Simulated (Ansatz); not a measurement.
Mulliken charges of AlH3OSi (`[O]1[AlH][SiH2]1`) from ωB97M-V/def2-TZVPP in Ansatz (PBE0-D4/def2-TZVP geometry).

```csv
atom,x (Å),y (Å),z (Å),charge (e)
O1,-0.822,-0.702,-0.181,-0.435
Al2,0.806,-1.092,0.292,0.261
Si3,-0.234,0.880,-0.141,0.319
H4,1.466,-2.496,0.579,-0.062
H5,-0.273,1.585,-1.452,-0.042
H6,-0.902,1.761,0.857,-0.042
```

By hand: the dipole of these point charges (1 e Å = 4.8032 D).

Σ q r = (0.452, 0.315, 0.099) e Å, of length 0.560 e Å = 2.69 D.

How does the dipole of the full density compare? (Estimate.)

The calculation gave: (0.357, -0.055, 0.101) e Å, 1.80 D; the point charges give 1.49 times that, at 43° from its direction.

Point charges leave out the atoms' own dipoles, such as those of lone pairs, and Mulliken's split depends on the basis, so the two needn't agree.
